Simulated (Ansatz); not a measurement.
FeGe2 (I4/mcm)

These are results of Ansatz, DFT PBEsol, scalar-relativistic, plane waves, PAW, not measurements.

Plane waves to 420 eV, a k mesh through Γ of 10×10×10 on the computed 6-atom cell and Gaussian smearing (0.10 eV); collinear spin from starting moments 1.28 1.28 0 0 0 0 μB.

The structure is relaxed at this level of theory with its symmetry kept. Whether it is the stable form of this composition wasn't checked.

```cif
data_structure
_symmetry_space_group_name_H-M 'I4/mcm'
_symmetry_Int_Tables_number 140
_cell_length_a 5.8071
_cell_length_b 5.8071
_cell_length_c 4.8798
_cell_angle_alpha 90.000
_cell_angle_beta 90.000
_cell_angle_gamma 90.000
_cell_volume 164.56
loop_
_atom_site_label
_atom_site_type_symbol
_atom_site_symmetry_multiplicity
_atom_site_Wyckoff_symbol
_atom_site_fract_x
_atom_site_fract_y
_atom_site_fract_z
_atom_site_occupancy
Fe1 Fe 4 a 0.00000 0.00000 0.75000 1
Ge1 Ge 8 h 0.65670 0.15670 0.00000 1
```

```
Space group                                                       : I4/mcm (No. 140)
Volume per atom                                                   : 92.5 bohr³
Formation energy from the elements' standard states (uncorrected) : -0.160 eV/atom
Kohn–Sham band gap                                                : none (metal)
Density of states at the Fermi level                              : 2.68 states/eV per cell
Löwdin character within 0.5 eV of the Fermi level                 : Fe 3d 71 %, Ge 4p 20 %
Bulk modulus                                                      : 147 GPa
Its pressure derivative                                           : 5.5
Bader charges (e)                                                 : Fe (2 in the cell) -0.11, Ge (4 in the cell) 0.05
Total moment                                                      : 2.12 μB per cell
Site moments (μB; atoms counted from 1 over the whole cell)       : Fe (atom 1) 1.16, Fe (atom 2) 1.16
```

Only this magnetic start was tried.